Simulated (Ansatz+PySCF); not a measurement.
## doublet H2O(+): levels of theory in one basis

```xyz
3

O     0.0000    0.0000   -0.1075
H     0.0000    0.7548    0.4300
H     0.0000   -0.7548    0.4300
```

Basis set: def2-SVP (spherical functions). Left uncorrelated: 1 orbital. Correlation on ROHF uses semicanonical orbitals with singles. Charge 1, multiplicity 2.

Computed with Ansatz (development build ahead of 0.2.0); each method stands on the lowest determinant of its kind that the runs found. NEVPT2 correlates all electrons. Active spaces start from the frontier orbitals, and the lowest solution found is given.

| method | E − E(ROHF) (eV) | <S²> of the determinant |
| --- | --- | --- |
| ROHF | 0.00 | 0.75 |
| UHF | -0.12 | 0.76 |
| ROHF-MP2 | -4.16 | – |
| ROHF-CCSD | -4.60 | – |
| UHF-CCSD | -4.61 | 0.76 |
| ROHF-CCSD(T) | -4.66 | – |
| UHF-CCSD(T) | -4.66 | 0.76 |
| SC-NEVPT2(7,6) | -4.18 | – |

**Question.** What does CASSCF(7,6) give on the same scale?

**Answer.** -1.35 eV.

**Question.** Is a single determinant a sound starting point here?

**Answer.** By this sign, yes. Unrestricted orbitals gain 0.12 eV and <S²> is 0.76 against 0.75 for a pure state. The CASSCF(7,6) natural occupations are 2.00, 1.98, 1.98, 1.00, 0.02, 0.02.
